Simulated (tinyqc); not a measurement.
CIS on RHF in the sto-3g basis, for H2O, spin multiplicity 1, step by step. One step of it, computed by the program tinyqc.

Task: CIS matrix, triplets. A(ia,jb) = (e_a - e_i) d_ij d_ab - (ij|ab).

orbital energies (hartree): MO1 -20.264252, MO2 -1.230564, MO3 -0.556603, MO4 -0.456126, MO5 -0.392228, MO6 0.515819, MO7 0.619628

Two-electron integrals over orbitals (pq|rs), unique and non-zero (hartree):
```
(11|11) 4.746195    (21|11) -0.423971   (21|21) 0.059989    (22|11) 1.013307
(22|21) -0.014332   (22|22) 0.725254    (31|11) -0.021770   (31|21) 0.002675
(31|22) -0.002131   (31|31) 0.011218    (32|11) 0.013076    (32|21) -0.001225
(32|22) -0.005368   (32|31) 0.017364    (32|32) 0.134776    (33|11) 0.782804
(33|21) -0.004782   (33|22) 0.628918    (33|31) 0.000591    (33|32) 0.001181
(33|33) 0.610228    (41|11) 0.176922    (41|21) -0.022764   (41|22) 0.013895
(41|31) -0.001640   (41|32) -0.000123   (41|33) 0.005985    (41|41) 0.025226
(42|11) -0.147109   (42|21) 0.008655    (42|22) -0.015292   (42|31) -0.000010
(42|32) -0.002113   (42|33) 0.003363    (42|41) 0.017577    (42|42) 0.127707
(43|11) -0.022313   (43|21) 0.000844    (43|22) -0.008395   (43|31) -0.003193
(43|32) 0.023282    (43|33) -0.006475   (43|41) 0.001208    (43|42) 0.011295
(43|43) 0.054291    (44|11) 0.943640    (44|21) -0.011827   (44|22) 0.660308
(44|31) 0.000054    (44|32) 0.011320    (44|33) 0.577329    (44|41) -0.009032
(44|42) -0.094949   (44|43) -0.008388   (44|44) 0.716793    (51|51) 0.025985
(52|51) 0.032901    (52|52) 0.147931    (53|51) 0.001612    (53|52) 0.005669
(53|53) 0.027851    (54|51) -0.012819   (54|52) -0.046501   (54|53) -0.003117
(54|54) 0.050934    (55|11) 1.115352    (55|21) -0.011962   (55|22) 0.751186
(55|31) -0.000610   (55|32) 0.006690    (55|33) 0.614939    (55|41) 0.004977
(55|42) -0.079399   (55|43) -0.012649   (55|44) 0.697079    (55|55) 0.880159
(61|11) 0.196400    (61|21) -0.029858   (61|22) 0.001028    (61|31) -0.004268
(61|32) -0.004131   (61|33) -0.000993   (61|41) -0.002181   (61|42) -0.020600
(61|43) -0.000599   (61|44) 0.016493    (61|55) 0.005256    (61|61) 0.026968
(62|11) -0.265548   (62|21) 0.005733    (62|22) -0.129923   (62|31) -0.002488
(62|32) -0.014248   (62|33) -0.070923   (62|41) -0.018194   (62|42) -0.028436
(62|43) 0.008108    (62|44) -0.061971   (62|55) -0.139549   (62|61) 0.010800
(62|62) 0.094921    (63|11) -0.088230   (63|21) 0.001807    (63|22) -0.040237
(63|31) -0.003137   (63|32) 0.028991    (63|33) -0.026641   (63|41) -0.000508
(63|42) 0.018972    (63|43) 0.033669    (63|44) -0.027031   (63|55) -0.048908
(63|61) -0.000168   (63|62) 0.023522    (63|63) 0.072402    (64|11) -0.257804
(64|21) 0.003357    (64|22) -0.116976   (64|31) 0.002232    (64|32) 0.017562
(64|33) -0.049651   (64|41) -0.000331   (64|42) 0.051835    (64|43) 0.013845
(64|44) -0.128274   (64|55) -0.141580   (64|61) -0.003086   (64|62) 0.054053
(64|63) 0.039173    (64|64) 0.097515    (65|51) -0.012998   (65|52) -0.050337
(65|53) -0.007269   (65|54) -0.004042   (65|65) 0.034786    (66|11) 0.802446
(66|21) -0.007539   (66|22) 0.603938    (66|31) 0.002547    (66|32) 0.040585
(66|33) 0.560136    (66|41) 0.017889    (66|42) 0.046509    (66|43) 0.028715
(66|44) 0.556791    (66|55) 0.588120    (66|61) -0.009421   (66|62) -0.091161
(66|63) 0.016774    (66|64) -0.040145   (66|66) 0.615839    (71|11) 0.061826
(71|21) -0.009664   (71|22) -0.000510   (71|31) 0.013856    (71|32) 0.021388
(71|33) 0.001339    (71|41) 0.000758    (71|42) -0.004336   (71|43) -0.004538
(71|44) 0.004200    (71|55) 0.001611    (71|61) 0.002771    (71|62) -0.002289
(71|63) -0.003916   (71|64) 0.002055    (71|66) 0.002855    (71|71) 0.020251
(72|11) -0.086846   (72|21) 0.001708    (72|22) -0.041991   (72|31) 0.014289
(72|32) 0.046190    (72|33) -0.015153   (72|41) -0.004043   (72|42) -0.000559
(72|43) -0.032188   (72|44) -0.026500   (72|55) -0.044796   (72|61) -0.002370
(72|62) 0.010138    (72|63) -0.025421   (72|64) 0.019854    (72|66) -0.030378
(72|71) 0.017507    (72|72) 0.068724    (73|11) 0.353876    (73|21) -0.006908
(73|22) 0.145985    (73|31) -0.000084   (73|32) 0.021203    (73|33) 0.086323
(73|41) -0.000556   (73|42) -0.078461   (73|43) 0.000299    (73|44) 0.139433
(73|55) 0.190422    (73|61) 0.005872    (73|62) -0.063047   (73|63) -0.018189
(73|64) -0.088516   (73|66) 0.053969    (73|71) 0.001863    (73|72) -0.028424
(73|73) 0.155452    (74|11) -0.040510   (74|21) 0.000523    (74|22) -0.014701
(74|31) -0.008665   (74|32) -0.073237   (74|33) -0.008630   (74|41) -0.000894
(74|42) 0.002547    (74|43) -0.007107   (74|44) -0.024171   (74|55) -0.021452
(74|61) 0.003011    (74|62) 0.015968    (74|63) -0.041209   (74|64) -0.005218
(74|66) -0.038514   (74|71) -0.011047   (74|72) -0.011720   (74|73) -0.030331
(74|74) 0.068688    (75|51) -0.004068   (75|52) -0.015884   (75|53) 0.022478
(75|54) 0.001244    (75|65) 0.003207    (75|75) 0.025226    (76|11) -0.003811
(76|21) 0.000324    (76|22) 0.005297    (76|31) -0.006914   (76|32) -0.075730
(76|33) -0.003697   (76|41) 0.003603    (76|42) 0.012848    (76|43) -0.048904
(76|44) -0.014291   (76|55) -0.002830   (76|61) -0.001035   (76|62) -0.009488
(76|63) -0.047030   (76|64) -0.019449   (76|66) -0.038968   (76|71) -0.009077
(76|72) 0.005577    (76|73) -0.026745   (76|74) 0.047702    (76|76) 0.086744
(77|11) 0.835943    (77|21) -0.008564   (77|22) 0.613570    (77|31) -0.005010
(77|32) -0.046663   (77|33) 0.591870    (77|41) 0.004968    (77|42) -0.012073
(77|43) -0.030999   (77|44) 0.577028    (77|55) 0.608718    (77|61) 0.004040
(77|62) -0.061763   (77|63) -0.051756   (77|64) -0.057848   (77|66) 0.534096
(77|71) -0.004644   (77|72) -0.016370   (77|73) 0.072020    (77|74) 0.024541
(77|76) 0.041053    (77|77) 0.625179
```

Give: CIS matrix A, triplet.

Result:

CIS matrix A, triplet (hartree):
```
         1>6      1>7      2>6      2>7      3>6     3>7      4>6      4>7
1>6  19.9776   0.0038   0.0075  -0.0003  -0.0025  0.0069  -0.0179  -0.0036
1>7   0.0038  20.0479  -0.0003   0.0086   0.0069  0.0050  -0.0036  -0.0050
2>6   0.0075  -0.0003   1.1424  -0.0053  -0.0406  0.0757  -0.0465  -0.0128
2>7  -0.0003   0.0086  -0.0053   1.2366   0.0757  0.0467  -0.0128   0.0121
3>6  -0.0025   0.0069  -0.0406   0.0757   0.5123  0.0037  -0.0287   0.0489
3>7   0.0069   0.0050   0.0757   0.0467   0.0037  0.5844   0.0489   0.0310
4>6  -0.0179  -0.0036  -0.0465  -0.0128  -0.0287  0.0489   0.4152   0.0143
4>7  -0.0036  -0.0050  -0.0128   0.0121   0.0489  0.0310   0.0143   0.4987
5>6   0.0000   0.0000   0.0000   0.0000   0.0000  0.0000   0.0000   0.0000
5>7   0.0000   0.0000   0.0000   0.0000   0.0000  0.0000   0.0000   0.0000

        5>6     5>7
1>6  0.0000  0.0000
1>7  0.0000  0.0000
2>6  0.0000  0.0000
2>7  0.0000  0.0000
3>6  0.0000  0.0000
3>7  0.0000  0.0000
4>6  0.0000  0.0000
4>7  0.0000  0.0000
5>6  0.3199  0.0028
5>7  0.0028  0.4031
```
